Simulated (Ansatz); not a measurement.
C$_{2}$H$_{5}$Al (`[CH2]1[CH2][AlH]1`), relaxed with RKS PBE-D4/def2-SVP in Ansatz 0.2.0 from a rough embedded geometry. The force threshold is 0.03 eV/Å; the program also tests the step.

Total charge 0; spin multiplicity 1.

Start:

```xyz
8

C     0.654   -0.541   -0.074
C     0.119    0.706    0.507
Al   -1.018   -0.114   -0.906
H     0.700   -1.372    0.654
H     1.610   -0.382   -0.708
H     0.675    1.646    0.235
H    -0.239    0.610    1.571
H    -2.501   -0.554   -1.278
```

(1) By how much does the energy fall, and how many steps does the optimiser take? (Estimate.)

(2) Which bonds change most? (Best estimate.)

(3) Give the relaxed structure. (Best estimate.)

Results:

(1) The calculation gave: 0.42 eV, in 4 steps.

(2) Computed: C1–C2 from 1.476 to 1.586 Å; C2–Al3 from 1.991 to 1.933 Å; C1–H5 from 1.158 to 1.108 Å; C2–H7 from 1.127 to 1.107 Å.

(3) Ansatz gave: 
```xyz
8

C     0.665   -0.600   -0.082
C     0.052    0.733    0.519
Al   -1.125   -0.205   -0.693
H     0.873   -1.402    0.653
H     1.546   -0.462   -0.740
H     0.574    1.670    0.242
H    -0.124    0.716    1.612
H    -2.463   -0.450   -1.513
```
